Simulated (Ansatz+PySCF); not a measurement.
## singlet C₃H₆: levels of theory in one basis

```xyz
9

C     0.0078   -0.4587   -0.1148
C    -0.0086   -0.4677    1.2096
C     0.0083    0.7645   -0.9720
H    -0.0044   -1.4076   -0.6568
H    -0.0032   -1.3968    1.7823
H    -0.0035    0.4532    1.8007
H    -0.0024    1.6935   -0.3805
H     0.8831    0.8001   -1.6306
H    -0.8816    0.8014   -1.6344
```

Basis set: def2-SVP (spherical functions). Left uncorrelated: 3 orbitals. Charge 0, multiplicity 1.

Computed with Ansatz (development build ahead of 0.2.0); each method stands on the lowest determinant of its kind that the runs found. NEVPT2 correlates all electrons. Active spaces start from the frontier orbitals, and the lowest solution found is given.

```
     method  E − E(RHF) (eV)  <S²> of the determinant
        RHF             0.00                     0.00
    RHF-MP2           -11.35                        –
   RHF-CCSD           -12.49                        –
RHF-CCSD(T)           -12.89                        –
CASSCF(2,2)            -0.74                        –
```

Question: What does SC-NEVPT2(2,2) give on the same scale?

Answer: -11.70 eV. NEVPT2 here correlates all electrons, so it doesn't share the others' frozen core.

Question: Is a single determinant a sound starting point here?

Answer: By this sign, yes. Unrestricted orbitals gain 0.00 eV and <S²> is 0.00 against 0.00 for a pure state. The CASSCF(2,2) natural occupations are 1.92, 0.08.
